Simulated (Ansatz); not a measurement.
# CHFSi: the cost of one run

Computed with Ansatz 0.2.0, Gaussian basis. Level: def2-QZVPP, core rule «outside noble gas», up to 7 orbitals frozen.

Plan: UHF; ROHF; CCSD(T) on UHF.

2 further runs of the same task are left out: 2 set aside as unsound or not needed.

### Step 1. The system

The geometry is a PBE0/def2-TZVP stationary point (not a proven minimum) of the parent state, kept for this charge and spin.

4 atoms, charge 1, spin multiplicity 4.

Atoms are counted from 1 here; the program's logs count them from 0.

Bond lengths: F1–C2 1.331 Å, C2–Si3 1.857 Å, C2–H4 1.094 Å. Angles: F1–C2–Si3 123.4°, F1–C2–H4 109.0°, Si3–C2–H4 127.6°.

As a file:

```xyz
4
charge 1, multiplicity 4
F     0.0000   -0.3007    1.5334
C     0.0000    0.5190    0.4846
Si    0.0000   -0.0743   -1.2746
H     0.0000    1.5537    0.8407
```

### Step 2. UHF

The input, in.yaml:

```yaml
crystal:
  periodic: [false, false, false]
  atoms:
    - {symbol: F, position_ang: [0.000000, -0.300700, 1.533384]}
    - {symbol: C, position_ang: [0.000000, 0.518965, 0.484561]}
    - {symbol: Si, position_ang: [0.000000, -0.074287, -1.274648]}
    - {symbol: H, position_ang: [0.000000, 1.553738, 0.840684]}
basis:
  gaussian: {orbitals: "def2-QZVPP.json"}
total_charge: 1
magnetization: {spin_polarized: true, initial_magnetization: 3}
hamiltonian: {xc: hf}
output: {orbitals: {seedname: orbitals}}
```

Started as:

```bash
ansatz run in.yaml --threads 1 --pin off --events-out ev --progress --plain --max-ram 2393MiB
```

Q: Estimate wall time and peak memory on 1 thread of Intel Xeon Platinum 8259CL at 2.50GHz, shared host.

About 26 s, with a peak of 0.43 GiB.
